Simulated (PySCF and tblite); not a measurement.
C₄H₈O, numbered as in [CH3:1][CH2:2][CH2:3][CH:4]=[O:5].

Level: PBE0-D3(BJ)/def2-TZVP (IEF-PCM, chloroform)//PBE0-D3(BJ)/def2-SVP, thermal terms from GFN2-xTB, symmetry numbers and mirror pairs counted. Conformers within 3 kcal/mol (GFN2-xTB free energy) were kept, 8 at most. GIAO shieldings: wB97X-D/pcSseg-1 (IEF-PCM, chloroform). Shifts are against TMS (¹H), TMS (¹³C) at the same level. (PySCF 2.14, tblite 0.8.)

Torsions listed: C1–C2–C3–C4, C2–C3–C4–O5. Of a mirror pair one member is shown.

| conformer | shape | weight % | dipole D |
| --- | --- | --- | --- |
| 1 | 180°, 0° | 35.8 | 3.25 |
| 2 | 71°, 4° | 29.0 | 3.26 |
| 3 | 177°, 131° | 16.4 | 3.55 |
| 4 | -66°, 134° | 16.1 | 3.56 |
| 5 | 67°, 124° | 2.8 | 3.59 |

**Question.** How do the computed shifts compare with measured ones?

**Answer.** 
```json
{"nucleus": "¹H", "signal": "H1", "leading conformer": "0.97", "average": "0.99", "measured": "0.97", "medium": "not stated per compound (mostly CDCl3 or CCl4)"}
{"nucleus": "¹H", "signal": "H2", "leading conformer": "1.33", "average": "1.46", "measured": "1.64", "medium": "not stated per compound (mostly CDCl3 or CCl4)"}
{"nucleus": "¹H", "signal": "H3", "leading conformer": "2.38", "average": "2.32", "measured": "2.37", "medium": "not stated per compound (mostly CDCl3 or CCl4)"}
{"nucleus": "¹³C", "signal": "C1", "leading conformer": "15.0", "average": "15.5", "measured": "13.3", "medium": "not stated per compound (mostly CDCl3 or CCl4)"}
{"nucleus": "¹³C", "signal": "C2", "leading conformer": "17.1", "average": "17.9", "measured": "15.7", "medium": "not stated per compound (mostly CDCl3 or CCl4)"}
{"nucleus": "¹³C", "signal": "C3", "leading conformer": "50.6", "average": "49.8", "measured": "45.7", "medium": "not stated per compound (mostly CDCl3 or CCl4)"}
```

Measured values: Pretsch, Buehlmann, Badertscher, Structure Determination of Organic Compounds, 4th ed. (2009). Mean difference for ¹H: -0.07 ppm, scatter 0.08 ppm. Mean difference for ¹³C: 2.83 ppm, scatter 0.90 ppm. The computed shifts are unscaled and lack vibrational corrections.
